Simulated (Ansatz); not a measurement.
Geometry optimisation, Ansatz 0.2.0, RKS PBE0/6-31G*.

Input:

```yaml
crystal:
  periodic: [false, false, false]
  atoms:
    - { symbol: B, position_ang: [0.0, 0.0, 0.0] }
    - { symbol: C, position_ang: [0.0, 0.0, 1.95] }
    - { symbol: H, position_ang: [-0.9996, -0.3092, 2.3205] }
    - { symbol: H, position_ang: [0.7676, -0.7111, 2.3205] }
    - { symbol: H, position_ang: [0.232, 1.0203, 2.3205] }
    - { symbol: H, position_ang: [1.0305, 0.0, -0.595] }
    - { symbol: H, position_ang: [-1.0305, 0.0, -0.595] }
    - { symbol: "N", position_ang: [-0.2369, -1.7396, 0.5833] }
    - { symbol: H, position_ang: [-0.6522, -2.4652, -0.0683] }
    - { symbol: H, position_ang: [0.0425, -2.0107, 1.5692] }
    - { symbol: H, position_ang: [-0.1566, -1.1499, 1.6165] }
basis:
  gaussian: { orbitals: "6-31G*" }
hamiltonian:
  xc: pbe0
relax:
  f_tol: 0.15
  max_steps: 25
  restrain:
    - { distance: [0, 7], at: 2.75, k: 30.0 }
    - { distance: [10, 1], at: 2.31, k: 30.0 }
    - { distance: [0, 1], at: 1.6, k: 30.0 }
    - { distance: [10, 7], at: 1.06, k: 30.0 }
```

Launched with:

```bash
$ ansatz run input.yaml --threads 1 --pin off --max-ram 2048MiB --backend cpu --events-out ev --progress --plain --runs-dir out
```

Question: Where does it end, and by what steps?

Answer: The run converged. The restraints hold the end off the free minimum; the threshold counts their pulls, which the force column leaves out. Restrained pairs: B1–N8 (1.85 → 2.73 Å), C2–H11 (1.21 → 2.32 Å), B1–C2 (1.95 → 1.59 Å), N8–H11 (1.19 → 1.04 Å). After 13 steps the energy has fallen by 6.448 eV (the restraints' own energy left out); H10 moved furthest, 1.30 Å.

```csv
step,energy less start (eV),largest force component (eV/Å),accepted
0,0.0000,5.382,yes
1,-0.8560,6.652,yes
2,-1.2290,6.822,yes
3,-2.5534,5.676,yes
4,-4.0440,4.246,yes
5,-4.7528,8.574,yes
6,-5.9592,2.660,yes
7,-6.3108,1.494,yes
8,-6.3844,0.967,yes
9,-6.4151,0.849,yes
10,-6.4229,0.863,yes
11,-6.4072,0.979,no
12,-6.4378,0.751,yes
13,-6.4481,0.870,yes
```

```xyz
11
Properties=species:S:1:pos:R:3
B 0.113 0.308 0.237
C -0.018 0.374 1.818
H -1.007 0.112 2.214
H 0.760 -0.186 2.351
H 0.142 1.430 2.098
H 1.196 0.284 -0.275
H -0.846 0.477 -0.463
N -0.262 -2.367 0.661
H -1.071 -2.904 0.366
H 0.493 -3.013 0.875
H -0.504 -1.880 1.542
```

Time of the run: 32 s on 1 thread of Arm Neoverse V1 (shared host), peak memory 0.13 GiB.
